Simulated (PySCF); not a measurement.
Molecule (SMILES): C (CH4).
Geometry (B3LYP-D3(BJ)/def2-TZVP, fixed):
```
C
H 1 1.0892
H 1 1.0892 2 109.47
H 1 1.0892 2 109.47 3 120.00
H 1 1.0892 2 109.47 3 -120.00
```
Charge 0, spin multiplicity 1.

Basis-set convergence of the mean static polarisability at HF with PySCF. All functions are spherical. Density fitting with generated auxiliary sets. No added dispersion term, no relativity. Reference: the value in d-aug-cc-pVTZ, 16.07 bohr³, itself unsure by roughly 0.2 % (its mean distance from aug-cc-pVQZ, aug-pcseg-2, aug-cc-pVTZ). Deviations are taken from unrounded values.

```json
[
 {"basis": "cc-pVDZ", "functions": "34", "mean static polarisability (bohr³)": "12.96"},
 {"basis": "aug-cc-pVDZ", "functions": "59", "mean static polarisability (bohr³)": "15.99"},
 {"basis": "def2-SVP", "functions": "34", "mean static polarisability (bohr³)": "12.61"},
 {"basis": "def2-SVPD", "functions": "52", "mean static polarisability (bohr³)": "15.63"},
 {"basis": "pcseg-1", "functions": "34", "mean static polarisability (bohr³)": "12.62"},
 {"basis": "aug-pcseg-1", "functions": "59", "mean static polarisability (bohr³)": "15.71"},
 {"basis": "6-311G**", "functions": "42", "mean static polarisability (bohr³)": "13.32"},
 {"basis": "6-311+G**", "functions": "46", "mean static polarisability (bohr³)": "13.65"},
 {"basis": "def2-TZVP", "functions": "55", "mean static polarisability (bohr³)": "14.50"},
 {"basis": "def2-TZVPD", "functions": "73", "mean static polarisability (bohr³)": "15.95"},
 {"basis": "cc-pVTZ", "functions": "86", "mean static polarisability (bohr³)": "14.73"},
 {"basis": "aug-cc-pVTZ", "functions": "138", "mean static polarisability (bohr³)": "16.06"},
 {"basis": "pcseg-2", "functions": "86", "mean static polarisability (bohr³)": "14.65"},
 {"basis": "aug-pcseg-2", "functions": "138", "mean static polarisability (bohr³)": "15.99"},
 {"basis": "def2-TZVPP", "functions": "87", "mean static polarisability (bohr³)": "14.94"},
 {"basis": "def2-TZVPPD", "functions": "105", "mean static polarisability (bohr³)": "16.03"},
 {"basis": "cc-pVQZ", "functions": "175", "mean static polarisability (bohr³)": "15.35"},
 {"basis": "aug-cc-pVQZ", "functions": "264", "mean static polarisability (bohr³)": "16.06"},
 {"basis": "def2-QZVPP", "functions": "177", "mean static polarisability (bohr³)": "15.42"},
 {"basis": "def2-QZVPPD", "functions": "195", "mean static polarisability (bohr³)": "16.05"}
]
```

What the diffuse functions change, pair by pair:
- cc-pVDZ to aug-cc-pVDZ: 25 more functions, deviation -19.3 to -0.5 %
- def2-SVP to def2-SVPD: 18 more functions, deviation -21.5 to -2.7 %
- pcseg-1 to aug-pcseg-1: 25 more functions, deviation -21.4 to -2.2 %
- 6-311G** to 6-311+G**: 4 more functions, deviation -17.1 to -15.0 %
- def2-TZVP to def2-TZVPD: 18 more functions, deviation -9.8 to -0.7 %
- cc-pVTZ to aug-cc-pVTZ: 52 more functions, deviation -8.3 to 0.0 %
- pcseg-2 to aug-pcseg-2: 52 more functions, deviation -8.8 to -0.5 %
- def2-TZVPP to def2-TZVPPD: 18 more functions, deviation -7.0 to -0.2 %
- cc-pVQZ to aug-cc-pVQZ: 89 more functions, deviation -4.5 to 0.0 %
- def2-QZVPP to def2-QZVPPD: 18 more functions, deviation -4.0 to -0.1 %

They bring the value nearer the reference by more than 0.2 % in 10 of 10 pairs.
